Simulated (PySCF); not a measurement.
AlF3, SMILES [F][Al]([F])[F].

Geometry: TPSSh-D3(BJ)/def2-TZVP. The isomer is the one that the SMILES or the coordinates give; other isomers of the formula were not compared.

Two levels are set side by side: TDA-PBE/def2-SVPD (PySCF) and TDA-CAM-B3LYP/def2-SVPD (PySCF). Vertical, same geometry. The lowest singlet is HOMO→LUMO 100 % with PBE and HOMO→LUMO 95 % with the other functional; states are paired by order. Differences are taken from unrounded values.

| quantity | TDA-PBE |
|---|---|
| lowest singlet excitation (eV) | 7.31 |
| lowest triplet excitation (TDA) (eV) | 7.11 |
| first bright state (f over 0.05) (eV) | 8.05 |
| its oscillator strength | 0.05 |

Question: These are the TDA-PBE values. What does TDA-CAM-B3LYP give? (An estimate is asked for; the answer gives what the named calculation found.)

Answer: 
| quantity | TDA-CAM-B3LYP | TDA-PBE minus TDA-CAM-B3LYP |
|---|---|---|
| lowest singlet excitation (eV) | 8.60 | -1.29 |
| lowest triplet excitation (TDA) (eV) | 8.33 | -1.22 |
| first bright state (f over 0.05) (eV) | 9.40 | -1.35 |
| its oscillator strength | 0.08 | -0.03 |

Functionals without exact exchange tend to place singlet excitations lower, as here. Differences between two approximate levels are no errors against the true value.

Rough cost on one machine, each run with all the roots and properties that it gave: TDA-CAM-B3LYP against TDA-PBE about 3 times.
